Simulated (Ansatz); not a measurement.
# C2H7NOS, SMILES CNC(O)S: a ranking of conformers

Run with Ansatz 0.2.0 through its Python package.

The script, `run_conformers.py`:
```python
# -*- coding: utf-8 -*-
"""Conformer energies of C2H7NOS."""

import ansatz as az
from rdkit import Chem
from rdkit.Chem import AllChem

rd = Chem.AddHs(Chem.MolFromSmiles("CNC(O)S"))
ids = list(AllChem.EmbedMultipleConfs(rd, numConfs=20, randomSeed=465, pruneRmsThresh=0.4))
field = [energy for _, energy in AllChem.MMFFOptimizeMoleculeConfs(rd)]
distinct = {round(e, 2): i for i, e in zip(ids, field)}
chosen = sorted(distinct.items())[:4]
found = []
for force_field, index in chosen:
    mol = az.Crystal.molecule()
    for atom, xyz in zip(rd.GetAtoms(), rd.GetConformer(index).GetPositions()):
        mol = mol.atom(atom.GetSymbol(), xyz.round(5).tolist())
    model = (
        mol.calculation()
        .basis(gaussian="cc-pVDZ")
        .functional("r2SCAN")
    )
    found.append(model.run(threads=1).report["free_energy_ev"])
print("conformer   MMFF (kcal/mol)   this level (eV)")
for (force_field, index), e in zip(chosen, found):
    print(f"{index:9d} {force_field - chosen[0][0]:17.2f} {(e - min(found)):17.3f}")
```

`python run_conformers.py` gives:
```text
conformer   MMFF (kcal/mol)   this level (eV)
        2              0.00             0.000
        1              0.08             0.120
        5              0.56             0.078
        3              3.04             0.104
```

The conformers keep their force-field geometries. Wall time of the script: 24 s on 1 thread of Arm Neoverse V2, with other jobs on the host, peak memory 0.29 GiB.

(A comment or docstring line of the script was reworded after the run, the code is as it ran; lines on the test bed's own set-up are left out of the output.)
